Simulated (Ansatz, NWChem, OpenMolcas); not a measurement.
How methods differ on F2 (fluorine)

The species is F2 (2 atoms), meant as a singlet with charge 0. As SMILES, `FF`. The coordinates come from a PBE0-D4/def2-TZVP relaxation.

| atom | x (Å) | y (Å) | z (Å) |
| --- | --- | --- | --- |
| F | -0.5839 | 0.2124 | -0.2950 |
| F | 0.5839 | -0.2124 | 0.2950 |

Each level gives the vertical ionisation energy (eV). The values are calculated.

**What was measured.** NIST CCCBDB; in doubt: it may belong to another isomer, state or phase gives the vertical ionisation energy of the gas as 15.70 eV.

```
                                  level                    kind     program  value (eV)  computed − measured
                           BLYP/cc-pVTZ                     GGA  OpenMolcas       15.11                -0.59
                          M06-L/cc-pVTZ                meta-GGA      NWChem       15.40                -0.30
                          BHLYP/cc-pVTZ           global hybrid      Ansatz       16.13                +0.43
                      CAM-B3LYP/cc-pVTZ  range-separated hybrid      NWChem       15.85                +0.15
                        RPA@PBE/cc-pVTZ                     RPA      Ansatz       15.21                -0.49
                            MP2/cc-pVTZ     perturbation theory      NWChem       15.22                -0.48
                SC-NEVPT2(14,8)/cc-pVTZ          multireference  OpenMolcas       15.26                -0.44
                        BCCD(T)/cc-pVTZ   coupled cluster or CI      Ansatz       15.55                -0.15
CCSD(T)/cc-pVTZ, open shells restricted   coupled cluster or CI  OpenMolcas       15.55                -0.15
```

Nearest: CAM-B3LYP/cc-pVTZ (+0.15 eV), BCCD(T)/cc-pVTZ (-0.15 eV), CCSD(T)/cc-pVTZ, open shells restricted (-0.15 eV); farthest: BLYP/cc-pVTZ (-0.59 eV). Computed less measured by kind, in eV (cc-pVTZ rows): GGA -0.59; meta-GGA -0.30; global hybrid +0.43; range-separated hybrid +0.15; RPA -0.49; perturbation theory -0.48; multireference -0.44; coupled cluster or CI -0.15 to -0.15. Spin contamination of the reference (⟨S²⟩ at least 0.1 too high) touches BCCD(T)/cc-pVTZ.
